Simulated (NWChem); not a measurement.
**B3LYP/STO-3G run of C2H3F3 (SMILES FCC(F)F)**

Aim: the vertical ionisation energy of C2H3F3 at B3LYP/STO-3G, from 2 runs. 

The calculation is run with NWChem 7.3.0.

## (1) The molecule

The species is C2H3F3 (8 atoms), meant as a singlet with charge 0. As SMILES, `FCC(F)F`. Geometry: relaxed at PBE0-D4/def2-TZVP. This is one conformer, not always the lowest.

Bond lengths: F1–C2 1.372 Å, C2–C3 1.509 Å, C3–F4 1.352 Å, C3–F5 1.356 Å, C2–H6 1.093 Å, C2–H7 1.093 Å, C3–H8 1.095 Å. Some angles: F1–C2–C3 109.3°, C2–C3–F4 110.4°, C2–C3–F5 108.3°, F4–C3–F5 107.9°, F1–C2–H6 109.4°, F1–C2–H7 109.2°, C3–C2–H6 109.5°, C3–C2–H7 109.4°, C2–C3–H8 113.0°, F4–C3–H8 108.2°.

## (2) The energy at B3LYP/STO-3G

test.nw

```
START test
TITLE "C2H3F3 B3LYP"
memory total 2200 mb
GEOMETRY noautosym nocenter noautoz
 F     -1.142800    -0.681000     1.163100
 C     -0.188200     0.195100     0.711800
 C      0.172900    -0.152400    -0.711300
 F      0.824200    -1.335800    -0.756500
 F      1.011700     0.803600    -1.182200
 H      0.701700     0.118900     1.342500
 H     -0.588500     1.211500     0.747300
 H     -0.698800    -0.217000    -1.370500
END
BASIS spherical bse
 F library STO-3G
 C library STO-3G
 H library STO-3G
END
DFT
 xc b3lyp
 grid fine
 convergence energy 1e-08
 maxiter 100
 mulliken
 print low
END
TASK dft energy
```

Launch:

```
$ nwchem test.nw > test.out
```

The program printed:

```text
[...]
 d= 0,ls=0.0,diis     1   -371.9389247375 -5.63D+02  8.77D-02  1.36D+00     0.4
[...]
 d= 0,ls=0.0,diis     8   -372.1822315403 -2.63D-10  4.57D-07  8.44D-11     1.8
         Total DFT energy =     -372.182231540259
      One electron energy =     -899.266131984531
           Coulomb energy =      379.378366503236
    Exchange-Corr. energy =      -43.654265506022
 Nuclear repulsion energy =      191.359799447058
[...]
      Total Density - Mulliken Population Analysis
     ---------------------------------------------
    Atom       Charge   Shell Charges
 -----------   ------   -------------------------------------------------------
    1 F    9     9.11   2.00  1.95  5.16
    2 C    6     6.06   1.99  1.19  2.87
    3 C    6     5.85   1.99  1.16  2.70
    4 F    9     9.11   2.00  1.95  5.16
    5 F    9     9.11   2.00  1.95  5.16
    6 H    1     0.92   0.92
    7 H    1     0.92   0.92
    8 H    1     0.93   0.93
[...]
```

Wall time 2.4 s (1 thread of Intel Xeon 6975P-C (Granite Rapids), shared host); peak memory 0.11 GiB.

## (3) The doublet cation

run.nw

```
echo
start run
memory total 2200 mb
charge 1
geometry noautosym nocenter noautoz
F     -1.142800    -0.681000     1.163100
C     -0.188200     0.195100     0.711800
C      0.172900    -0.152400    -0.711300
F      0.824200    -1.335800    -0.756500
F      1.011700     0.803600    -1.182200
H      0.701700     0.118900     1.342500
H     -0.588500     1.211500     0.747300
H     -0.698800    -0.217000    -1.370500
end
basis "ao basis" spherical bse
* library STO-3G
end
dft
xc b3lyp
mult 2
grid fine
convergence energy 1e-08
iterations 100
mulliken
print low
end
task dft energy
```

Launch:

```
$ nwchem run.nw > run.out
```

The program printed:

```text
[...]
 d= 0,ls=0.0,diis     1   -371.4818186159 -5.63D+02  5.66D-02  4.37D-01     0.4
[...]
 d= 0,ls=0.0,diis    17   -371.8838691695 -1.44D-09  3.29D-07  7.78D-11     5.7
[...]
         Total DFT energy =     -371.883869169537
      One electron energy =     -884.927623766562
           Coulomb energy =      364.552892041377
    Exchange-Corr. energy =      -42.868936891409
 Nuclear repulsion energy =      191.359799447058
[...]
      Total Density - Mulliken Population Analysis
     ---------------------------------------------
    Atom       Charge   Shell Charges
 -----------   ------   -------------------------------------------------------
    1 F    9     8.89   2.00  1.96  4.93
    2 C    6     6.03   1.99  1.21  2.82
    3 C    6     5.81   1.99  1.18  2.65
    4 F    9     8.92   2.00  1.96  4.96
    5 F    9     8.92   2.00  1.96  4.96
    6 H    1     0.82   0.82
    7 H    1     0.81   0.81
    8 H    1     0.80   0.80
[...]
      <S2> =      0.7518 (Exact =     0.7500)
[...]
```

Wall time 6.3 s (1 thread of Intel Xeon 6975P-C (Granite Rapids), shared host); peak memory 0.11 GiB.

## (4) Results

Level: B3LYP/STO-3G.

```
                                          quantity          value
                      singlet C2H3F3: total energy  -372.18223 Eh
                      doublet cation: total energy  -371.88387 Eh
                              doublet cation: ⟨S²⟩          0.752
vertical ionisation energy (to the doublet cation)       8.119 eV
```

The vertical ionisation energy comes to 8.12 eV (783 kJ/mol). In a minimal basis such a difference can be off by several eV, whatever the method. Mulliken charges (singlet C2H3F3) run from -0.11 on F1 to +0.15 on C3.
